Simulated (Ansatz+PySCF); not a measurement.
A calculation with PySCF 2.14.0.

```python
from pyscf import gto, scf, mp

mol = gto.M(atom="""
B 0.000000 0.000000 -0.438330
H 0.000000 0.000000 2.191630
""", basis='6-31g', charge=0, spin=0)
mf = scf.RHF(mol)
mf.kernel()
pt = mp.MP2(mf, frozen=1).run()
print(mf.e_tot, pt.e_corr, pt.e_tot)
```

The script is written out from the run's settings.

Output:

| Item | Value |
| --- | --- |
| Converged | yes |
| Reference energy | -24.96532 hartree |
| Correlation energy | -0.06070 hartree |
| Total energy | -25.02602 hartree |

Caution: large amplitudes, a single reference is doubtful; an unrestricted determinant lies well below.
